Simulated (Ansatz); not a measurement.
Geometry optimisation, RKS PBE-D4/STO-3G in Ansatz.

input.yaml

```yaml
crystal:
  periodic: [false, false, false]
  atoms:
    - { symbol: C, position_ang: [-1.8036, -0.2743, 0.6345] }
    - { symbol: O, position_ang: [-0.7769, 0.4827, 0.0328] }
    - { symbol: C, position_ang: [0.3856, -0.293, -0.0776] }
    - { symbol: C, position_ang: [1.3277, 0.2983, -1.2007] }
    - { symbol: S, position_ang: [1.3884, -0.2314, 1.4548] }
    - { symbol: H, position_ang: [-2.1119, -1.0841, 0.0112] }
    - { symbol: H, position_ang: [-2.6929, 0.4369, 0.667] }
    - { symbol: H, position_ang: [-1.5706, -0.5252, 1.6354] }
    - { symbol: H, position_ang: [0.1856, -1.3219, -0.2557] }
    - { symbol: H, position_ang: [1.4896, 1.3464, -1.0026] }
    - { symbol: H, position_ang: [0.6768, 0.2499, -2.1136] }
    - { symbol: H, position_ang: [2.2062, -0.2577, -1.3282] }
    - { symbol: H, position_ang: [1.3164, 1.1387, 1.5574] }
basis:
  gaussian: { orbitals: STO-3G }
hamiltonian:
  xc: pbe
  dispersion: d4
relax:
  f_tol: 0.02
  max_steps: 40
scf:
  lower_state_search: "off"
```

Command:

```bash
$ ansatz run input.yaml --threads 1 --pin off --max-ram 2048MiB --backend cpu --events-out ev --progress --plain --runs-dir out
```

Problem. Where does it end, and by what steps?

Solution. The run converged. Limits of this set-up: minimal basis. After 6 steps the energy has fallen by 0.798 eV; H6 moved furthest, 0.28 Å.

```csv
step,energy less start (eV),largest force component (eV/Å),accepted
0,0.0000,4.729,yes
1,-0.6725,0.893,yes
2,-0.7712,0.461,yes
3,-0.7824,0.360,yes
4,-0.7904,0.222,yes
5,-0.7969,0.187,yes
6,-0.7981,0.020,yes
```

```xyz
13
Properties=species:S:1:pos:R:3
C -1.864 -0.227 0.656
O -0.876 0.486 -0.177
C 0.387 -0.284 -0.118
C 1.303 0.347 -1.217
S 1.195 -0.318 1.553
H -2.112 -1.240 0.246
H -2.785 0.395 0.662
H -1.499 -0.359 1.706
H 0.202 -1.363 -0.367
H 1.502 1.411 -0.989
H 0.808 0.287 -2.205
H 2.267 -0.193 -1.268
H 1.492 1.021 1.532
```

Whether the end is a true minimum wasn't checked by a vibrational analysis.

Run time: 13 s on 1 thread of Arm Neoverse V2, on a shared host, peak memory 0.11 GiB.
